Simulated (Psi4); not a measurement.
**B3LYP/cc-pVDZ run of C4H10 (butane)**

What is the energy change on altering one bond length of C4H10 (butane) at B3LYP/cc-pVDZ? 

The results are computed with Psi4 1.11.

3 further runs of the same task are left out: 1 that didn't finish, 2 set aside as unsound or not needed.

## 1. The system as given

The species is C4H10 (14 atoms), meant as a singlet with charge 0. As SMILES, `CCCC`. The coordinates come from a PBE0-D4/def2-TZVP relaxation. This is one conformer, not always the lowest.

Bond lengths: C1–C2 1.520 Å, C2–C3 1.524 Å, C3–C4 1.520 Å, C1–H5 1.092 Å, C1–H6 1.092 Å, C1–H7 1.094 Å, C2–H8 1.095 Å, C2–H9 1.097 Å, C3–H10 1.095 Å, C3–H11 1.097 Å, C4–H12 1.092 Å, C4–H13 1.092 Å, C4–H14 1.094 Å. Some angles: C1–C2–C3 114.0°, C2–C3–C4 114.0°, C1–C2–H8 109.1°, C1–C2–H9 109.5°, C3–C2–H8 108.8°, C3–C2–H9 109.1°, C2–C1–H5 111.9°, C2–C1–H6 111.2°, C2–C1–H7 111.0°, C2–C3–H10 108.8°.

## 2. Energy and gradient at B3LYP/cc-pVDZ

The input, calc.in:

```
memory 1.6 GB

molecule molecule1 {
  0 1
  C
  C 1 r2
  C 2 r3 1 a3
  C 3 r4 2 a4 1 d4
  H 1 r5 2 a5 3 d5
  H 1 r6 5 a6 2 d6
  H 1 r7 5 a7 6 d7
  H 2 r8 1 a8 5 d8
  H 2 r9 8 a9 3 d9
  H 3 r10 4 a10 2 d10
  H 3 r11 10 a11 2 d11
  H 4 r12 3 a12 10 d12
  H 4 r13 12 a13 3 d13
  H 4 r14 13 a14 12 d14

  r2 = 1.520176
  r3 = 1.524011
  a3 = 114.02549
  r4 = 1.520167
  a4 = 114.02679
  d4 = -64.391
  r5 = 1.092409
  a5 = 111.87242
  d5 = 62.98891
  r6 = 1.092439
  a6 = 107.35115
  d6 = -122.29883
  r7 = 1.094211
  a7 = 107.56811
  d7 = -115.5944
  r8 = 1.095112
  a8 = 109.09461
  d8 = -175.13872
  r9 = 1.09669
  a9 = 106.04052
  d9 = 117.18903
  r10 = 1.095111
  a10 = 109.09428
  d10 = 121.87481
  r11 = 1.096695
  a11 = 106.04087
  d11 = 117.18712
  r12 = 1.092432
  a12 = 111.23605
  d12 = -55.12371
  r13 = 1.092411
  a13 = 107.35125
  d13 = 122.69262
  r14 = 1.094211
  a14 = 107.568
  d14 = -115.59435
  symmetry c1
}

set basis cc-pVDZ
set puream true
set e_convergence 1e-09
set d_convergence 1e-08
set scf_type pk
set dft_radial_points 99
set dft_spherical_points 590

energy_value, wavefunction = gradient("b3lyp", return_wfn=True)
oeprop(wavefunction, "WIBERG_LOWDIN_INDICES", "MAYER_INDICES", "MULLIKEN_CHARGES")
```

On the command line:

```
$ psi4 -i calc.in -o calc.out -n 1
```

calc.out:

```text
[...]
  Running in c1 symmetry.
[...]
  Nuclear repulsion =  132.913385635771874
[...]
  Multiplicity = 1
[...]
  Nalpha       = 17
  Nbeta        = 17
[...]
    Number of basis functions: 106
[...]
   @RKS iter   1:  -157.95854599040027   -1.35750e-01   8.88782e-03 DIIS/ADIIS
[...]
   @RKS iter  10:  -158.45646082459723   -3.49587e-12   2.21109e-09 DIIS
[...]
    Orbital Energies [Eh]
    ---------------------
    Doubly Occupied:
       1A    -10.176142     2A    -10.175954     3A    -10.171255
       4A    -10.171246     5A     -0.795499     6A     -0.719718
       7A     -0.639518     8A     -0.564257     9A     -0.455451
      10A     -0.453627    11A     -0.415081    12A     -0.382922
      13A     -0.379938    14A     -0.357486    15A     -0.322539
      16A     -0.320605    17A     -0.320180
[...]
  @RKS Final Energy:  -158.45646082459723
   => Energetics <=
    Nuclear Repulsion Energy =            132.9133856357718741
    One-Electron Energy =                -474.2709602758538949
    Two-Electron Energy =                 203.5251173083299534
    DFT Exchange-Correlation Energy =     -20.6240034928451728
    Empirical Dispersion Energy =           0.0000000000000000
    VV10 Nonlocal Energy =                  0.0000000000000000
    Total Energy =                       -158.4564608245972295
[...]
 Multipole Moments:
 ------------------------------------------------------------------------------------
     Multipole            Electronic (a.u.)      Nuclear  (a.u.)        Total (a.u.)
 ------------------------------------------------------------------------------------
 L = 1.  Multiply by 2.5417464519 to convert [e a0] to [Debye]
 Dipole X            :          0.4763688           -0.4638230            0.0125458
 Dipole Y            :          0.3081073           -0.2999848            0.0081226
 Dipole Z            :          0.6911388           -0.6729468            0.0181921
 Magnitude           :                                                    0.0235441
[...]
  -Total Gradient:
     Atom            X                  Y                   Z
    ------   -----------------  -----------------  -----------------
       1       -0.000113258942    -0.000882901229    -0.000697163510
       2       -0.000401779655     0.000474761427     0.000533584113
       3        0.000784042826    -0.000223964826     0.000026708536
       4       -0.000845236909     0.000256674284    -0.000694116753
       5        0.005189791392     0.002593216750     0.002894935783
       6       -0.000323910746    -0.005966893399     0.002698950815
       7       -0.005029334858     0.003181705247     0.002775255595
       8       -0.004951657886    -0.003347865585    -0.002141264337
       9        0.004893289297    -0.003529671233    -0.002222471959
      10       -0.000854437350    -0.000405088798    -0.006279328303
      11       -0.005238832205     0.003303064414     0.001716726938
      12        0.000170940181     0.005873619842    -0.002920083342
[...]
```

Wall time 61 s (1 thread of AMD EPYC 7R32 (Zen 2), shared host); peak memory 0.7 GiB.

## 3. The distorted shape, same level

The input, calc.dat:

```
memory 1600 MB

molecule {
  0 1
  C     -1.023986     0.289625     1.269757
  C      0.114564    -0.693145     1.048847
  C      0.712904    -0.644875    -0.351963
  C     -0.252046    -1.057505    -1.451743
  H     -1.876746     0.077045     0.620937
  H     -1.382546     0.254465     2.301077
  H     -0.701206     1.315025     1.065637
  H      0.906604    -0.493675     1.778337
  H     -0.236336    -1.711835     1.253467
  H      1.591944    -1.297235    -0.383303
  H      1.264890     0.876190    -0.648100
  H      0.237524    -1.057245    -2.428333
  H     -1.108276    -0.382185    -1.516363
  H     -0.639106    -2.065605    -1.275063
  symmetry c1
}

set {
  reference            rks
  puream               true
  e_convergence        1e-09
  d_convergence        1e-08
  scf_type             pk
  dft_radial_points    99
  dft_spherical_points 590
}

energy_value = gradient("b3lyp/cc-pVDZ")
```

On the command line:

```
$ psi4 calc.dat calc.out -n 1
```

calc.out, shortened:

```text
[...]
  Running in c1 symmetry.
[...]
  Nuclear repulsion =  131.145364578935073
[...]
  Multiplicity = 1
[...]
  Nalpha       = 17
  Nbeta        = 17
[...]
    Number of basis functions: 106
[...]
   @RKS iter   1:  -157.83748473254423   -1.82377e-01   9.16075e-03 DIIS/ADIIS
[...]
   @RKS iter  12:  -158.38893394496648   -2.10321e-12   1.98469e-09 DIIS
[...]
    Orbital Energies [Eh]
    ---------------------
    Doubly Occupied:
       1A    -10.219839     2A    -10.184777     3A    -10.179954
       4A    -10.173174     5A     -0.797140     6A     -0.723392
       7A     -0.642026     8A     -0.552724     9A     -0.460049
      10A     -0.450633    11A     -0.412729    12A     -0.389017
      13A     -0.383758    14A     -0.354699    15A     -0.329372
      16A     -0.326761    17A     -0.282865
[...]
  @RKS Final Energy:  -158.38893394496648
   => Energetics <=
    Nuclear Repulsion Energy =            131.1453645789350730
    One-Electron Energy =                -470.5910441817599690
    Two-Electron Energy =                 201.5729578313598722
    DFT Exchange-Correlation Energy =     -20.5162121735014615
    Empirical Dispersion Energy =           0.0000000000000000
    VV10 Nonlocal Energy =                  0.0000000000000000
    Total Energy =                       -158.3889339449664817
[...]
 Multipole Moments:
[...]
  -Total Gradient:
     Atom            X                  Y                   Z
    ------   -----------------  -----------------  -----------------
       1        0.000660545275     0.000605701106    -0.001663308106
       2       -0.004828892311    -0.014943395100     0.003543683729
       3       -0.014536395346    -0.051393955695     0.009577583696
       4       -0.005651808130    -0.012645076616     0.002057899748
       5        0.005340415671     0.000944598939     0.003558870340
       6        0.002504974957     0.000482937997    -0.006157555281
       7       -0.002312729004    -0.005176550180     0.001360420689
       8       -0.004153475926    -0.000426256957    -0.003795268318
       9        0.001372516985     0.007463253566     0.001361428891
      10       -0.008888115385    -0.005588370111     0.002233950796
      11        0.026739655800     0.076290815532    -0.014807288233
      12       -0.002451074327     0.000376786253     0.005298805196
[...]
```

It took 65 s on 1 thread of AMD EPYC 7R32 (Zen 2), shared host; peak memory 0.71 GiB.

## 4. Summary of results

At B3LYP/cc-pVDZ:

| quantity | value |
| --- | --- |
| first shape: total energy | -158.45646 Eh |
| first shape: dipole moment | 0.06 D |
| first shape: HOMO energy | -8.71 eV |
| first shape: LUMO energy | 1.61 eV |
| first shape: HOMO–LUMO gap | 10.32 eV |
| first shape: largest force on an atom | 0.338 eV/Å |
| distorted shape: total energy | -158.38893 Eh |
| distorted shape: dipole moment | 0.87 D |
| distorted shape: HOMO energy | -7.70 eV |
| distorted shape: LUMO energy | 0.05 eV |
| distorted shape: HOMO–LUMO gap | 7.74 eV |
| distorted shape: largest force on an atom | 4.226 eV/Å |
| energy change with the C3–H11 bond stretched from 1.097 to 1.645 Å | 1.838 eV |

With the C3–H11 bond stretched from 1.097 to 1.645 Å the energy rises by 1.84 eV (177 kJ/mol). The first shape isn't relaxed at this level, so the change isn't measured from a minimum. The largest force (first shape) is 0.34 eV/Å: the shape isn't a stationary point for this species at this level.
